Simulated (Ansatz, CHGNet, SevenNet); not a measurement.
How well does each level of theory give the lattice parameter c of 2H MoTe₂?

Reference value: 13.974 Å (measured, 300 K, no zero-point or thermal correction; as tabulated in arXiv:1605.07067).

Put these levels in order of the lattice parameter c that they give for 2H MoTe₂, smallest first: CHGNet-r²SCAN (CHGNet), HSE06 (Ansatz, a first-principles code), SevenNet-0 (SevenNet).

CHGNet-r²SCAN (14.817 Å), HSE06 (15.146 Å), SevenNet-0 (16.052 Å)

Differences against the reference: CHGNet-r²SCAN +6.03 %, SevenNet-0 +14.9 %, HSE06 +8.39 %.

The measured value isn't corrected to a static lattice, so vibrations enter the comparison. A static lattice is as a rule a little smaller than the measured one.  HSE06: the cell comes from a level without a dispersion term, which matters for the spacing of layers, chains or molecules. Ansatz's density-functional and Hartree–Fock values are scalar-relativistic unless marked +SOC, with PAW data made under PBE.

Machine-learned potentials (CHGNet-r²SCAN, SevenNet-0) are trained on DFT data, which may include these solids.

Differences are worked out from the printed values.
